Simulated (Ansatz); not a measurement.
# HSO− (SMILES [O-]S): functionals against CCSD(T) at one geometry

An exercise on one series of results from a longer session: the logs are not shown, and one member is left open.

The runs use Ansatz 0.2.0, Gaussian basis; single points in def2-TZVPPD.

Cores are frozen in the correlated methods.

### The starting structure

SMILES `[O-]S`, 3 atoms, charge -1, spin multiplicity 1.

Atoms are counted from 1 here; the program's logs count them from 0.

Bond lengths: O1–S2 1.532 Å, S2–H3 1.204 Å. Angles: O1–S2–H3 86.4°.

As a file:

```
O     0.11550    1.06600    0.17540
S    -0.47360   -0.27240   -0.28190
H     0.57490   -0.76210    0.05100
```

The first run:

Input file run/in.yaml:

```yaml
crystal:
  periodic: [false, false, false]
  atoms:
    - {symbol: O, position_ang: [0.115500, 1.066000, 0.175400]}
    - {symbol: S, position_ang: [-0.473600, -0.272400, -0.281900]}
    - {symbol: H, position_ang: [0.574900, -0.762100, 0.051000]}
basis:
  gaussian: {orbitals: "def2-TZVPPD.json"}
total_charge: -1
correlation: {method: ccsd_t}
output: {forces: true}
```

The basis file named in the input lies beside it (Basis Set Exchange, JSON).

The command line of these runs was not kept.

Steps of the session up to this table: CCSD(T)/def2-TZVPPD; PBE0-D4/def2-TZVPPD; wB97M-V/def2-TZVPPD; r2SCAN-D4/def2-TZVPPD; PBE-D4/def2-TZVPPD; r2SCANh-D4/def2-TZVPPD; B97M-V/def2-TZVPPD.

One of the session's tables, all rows but one given; the rest of the session is left out.

| method | RMS force component (eV/Å) | angle to CCSD(T) forces (°) |
| --- | --- | --- |
| CCSD(T) | 2.820 | reference |
| PBE0-D4 | 2.726 | 6.5 |
| wB97M-V | 2.712 | 4.0 |
| r2SCAN-D4 | 2.772 | 4.2 |
| PBE-D4 | 2.953 | 3.1 |
| r2SCANh-D4 | ? | ? |
| B97M-V | 2.652 | 7.4 |

Estimate the missing values for r2SCANh-D4.

As computed: RMS force component (eV/Å): 2.710; angle to CCSD(T) forces (°): 5.7. In the column «RMS force component (eV/Å)» it lies between B97M-V (2.652) and wB97M-V (2.712).

Limits of these values: The anion's highest level is positive in at least one run, so there the basis alone may hold the extra electron.
